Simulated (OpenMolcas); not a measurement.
Setting up SiH3Cl (chlorosilane) in OpenMolcas

SiH3Cl has 5 atoms, charge 0, and is taken as a singlet. SMILES: `[SiH3]Cl`. The shape is that of a PBE0-D4/def2-TZVP optimisation.

```xyz
5

Si   -0.1120    0.0186   -0.0309
Cl    1.8383   -0.5135    0.3299
H    -0.9509   -0.4883    1.0791
H    -0.5347   -0.5857   -1.3149
H    -0.1908    1.4954   -0.1047
```

Settings wanted:

```json
{"method": "DFT", "reference": "RKS", "relativity": "none", "basis set": "def2-TZVPP", "task": "gradient", "functional": "PBE0", "dispersion": "none", "nucleus": "point", "integration grid": "SG1Grid"}
```

Question: Write the OpenMolcas 26.06 input and the command.

Answer: One that was run (others would do as well):

coord.xyz:
```
5

Si    -0.112000     0.018600    -0.030900
Cl     1.838300    -0.513500     0.329900
H     -0.950900    -0.488300     1.079100
H     -0.534700    -0.585700    -1.314900
H     -0.190800     1.495400    -0.104700
```

job.input:
```
&GATEWAY
BasLib=$CurrDir
Coord=coord.xyz
Basis=def2-TZVPP
Group=NoSym
&SEWARD
GridInput
Grid=SG1Grid
End of Grid
&SCF
KSDFT=PBE0
PrOrbitals=0
&ALASKA
```

```bash
$ export MOLCAS_MEM=1860
$ pymolcas job.input > job.log
```

(Basis files named in the input come from the Basis Set Exchange and aren't shown.)

Calculated total energy: -751.27920 Eh, largest force 0.038 eV/Å.
